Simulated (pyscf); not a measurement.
Four-centre exchange: BH₃ (SMILES B) + H₂O (SMILES O) → H₂B–OH (SMILES BO) + H₂ (SMILES [H][H])

Gas phase, singlet surface, charge 0. Bonds broken: B1–H2, O5–H6. Bonds formed: B1–O5, H2–H6. Single points on ωB97X-D3(BJ)/def2-SVP structures (PySCF, gas phase).

Transition state (Å):

```xyz
7

B     -0.8815    -0.1926    -0.2629
H     -0.9230     0.3728     0.9747
H     -0.6382    -1.3648    -0.0809
H     -1.9001     0.1509    -0.8095
O      0.3623     0.6564    -0.7222
H     -0.1348     0.7512     0.4496
H      1.1542     0.1068    -0.6756
```

One imaginary mode, 1402i cm⁻¹; descent along it reached the two sides named, in the forms told below.

| bond | change | reactant side (Å) | saddle | product side |
|---|---|---|---|---|
| B1–H2 | breaks | 1.225 | 1.361 | 3.0 |
| O5–H6 | breaks | 0.968 | 1.276 | 3.3 |
| B1–O5 | forms | 1.704 | 1.574 | 1.352 |
| H2–H6 | forms | 2.512 | 1.020 | 0.760 |

Electronic energies relative to the separated reactants (eV):

| level | barrier | reaction energy | reverse barrier |
|---|---|---|---|
| ωB97X-D3(BJ)/def2-TZVP | 0.31 | -1.38 | 1.69 |
| PBE/def2-TZVP | -0.07 | -1.48 | 1.41 |
| r²SCAN/def2-TZVP | 0.05 | -1.49 | 1.54 |
| B3LYP-D3(BJ)/def2-TZVP | 0.30 | -1.44 | 1.74 |
| PBE0-D3(BJ)/def2-TZVP | 0.08 | -1.41 | 1.49 |
| M06-2X/def2-TZVP | 0.28 | -1.47 | 1.75 |
| ωB97M-D3(BJ)/def2-TZVP | 0.27 | -1.41 | 1.69 |
| HF/def2-TZVP | 1.20 | -1.21 | 2.41 |

With ωB97M-D3(BJ)/def2-TZVP energies and thermal terms (ideal gas, 1 atm, RRHO with modes under 100 cm⁻¹ raised to 100, one conformer, R ln 2 for chiral ones without a mode under 150 cm⁻¹), in eV:

```
T (K)   ΔH‡   ΔG‡     ΔH     ΔG
-----  ----  ----  -----  -----
298    0.29  0.69  -1.47  -1.42
600    0.26  1.12  -1.46  -1.38
900    0.27  1.55  -1.43  -1.35
1200   0.30  1.97  -1.40  -1.32
```

On the reactant side the descent ends in an adduct with a B–O contact, 0.71 eV under the separated species and 1.02 eV under the saddle at ωB97X-D3(BJ)/def2-TZVP. At PBE the saddle lies under the separated reactants, which points to a path from their complex (located at ωB97X-D3(BJ) alone). What is counted as formed (B–O) is already present as a longer contact in the reactant adduct; forming that adduct is a step of its own. At the saddle there is also a short B–H contact that neither side keeps. One saddle was located; it need not be the lowest between these sides.
